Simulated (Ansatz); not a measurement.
The same path of H$_{4}$OSi (6 atoms, charge 0, multiplicity 1) was run twice with different band settings. Lost on the way: Si1–H4. Made: O2–H4.

Level of theory: RKS PBE0/cc-pVDZ (Ansatz 0.2.0).

Relaxed end points:

```xyz
6
Properties=species:S:1:pos:R:3
Si 0.299 -0.021 0.075
O 0.608 -0.114 1.732
H -0.178 -0.171 2.287
H 1.641 0.055 -0.572
H -0.507 1.196 -0.278
H -0.442 -1.226 -0.426
```

```xyz
6
Properties=species:S:1:pos:R:3
Si 0.039 0.196 -0.741
O 0.954 0.160 1.146
H 0.399 -0.327 1.773
H 1.782 -0.336 1.084
H -1.028 1.112 -0.122
H -0.725 -1.087 -0.322
```

Common settings: spring 5.0 eV/Å²; optimiser quadratic models (default); start path through a guess of the saddle point; force threshold 0.05 eV/Å; iteration limit 60; end points relaxed.

| run | movable images | climbing image |
| --- | --- | --- |
| 1 | 5 | yes |
| 2 | 8 | no |

Problem. What does each run give, and how far can it be trusted?

Solution. Run 1: converged after 18 iterations, highest image 3.106 eV above the first end. Beside the main top the profile has a ripple of under 15 meV (maxima at images 1, 4), which may be a very shallow well or noise. Neighbouring images differ by up to 2.0 eV, so the band resolves the path poorly. A vibrational analysis at the climbing image gives one clearly imaginary mode, 1464i cm⁻¹: a first-order saddle point.
Run 2: converged after 11 iterations, highest image 2.832 eV above the first end. Beside the main top the profile has a ripple of under 15 meV (maxima at images 1, 6), which may be a very shallow well or noise. Neighbouring images differ by up to 1.8 eV, so the band resolves the path poorly. No image climbed, so the highest image needn't sit at the top of the path.
The orbitals stay closed-shell, which can raise the energy where a bond breaks towards radicals; this wasn't checked here.
